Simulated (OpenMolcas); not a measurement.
**How basis sets differ on AlNH4 (AlH2(NH2))**

AlNH4 has 6 atoms, charge 0, and is taken as a singlet. As SMILES, `[H][Al]([H])[NH2]`. The shape comes from GFN2-xTB, which is rough for such elements, and wasn't checked as a minimum.

```csv
atom,x (Å),y (Å),z (Å)
Al,0.4112,0.7098,0.0041
H,1.9511,0.7541,0.0402
H,-0.3175,2.0686,-0.0206
N,-0.4778,-0.8270,-0.0067
H,-0.8038,-1.3379,-0.8198
H,-0.7632,-1.3675,0.8027
```

Each level gives the HOMO–LUMO gap (eV). The values are calculated.

```tsv
level	kind	program	value (eV)
HF/STO-3G	Hartree–Fock	OpenMolcas	15.82
HF/3-21G	Hartree–Fock	OpenMolcas	11.20
HF/def2-SVP	Hartree–Fock	OpenMolcas	11.75
HF/6-31G** (Cholesky decomposition, Cartesian functions)	Hartree–Fock	OpenMolcas	11.50
HF/6-311++G** (RICD fitting)	Hartree–Fock	OpenMolcas	11.05
```

The values span 11.05 to 15.82 eV. A Hartree–Fock LUMO above zero doesn't converge with the basis: it sinks as sets grow more diffuse. Orbital gaps aren't excitation energies.
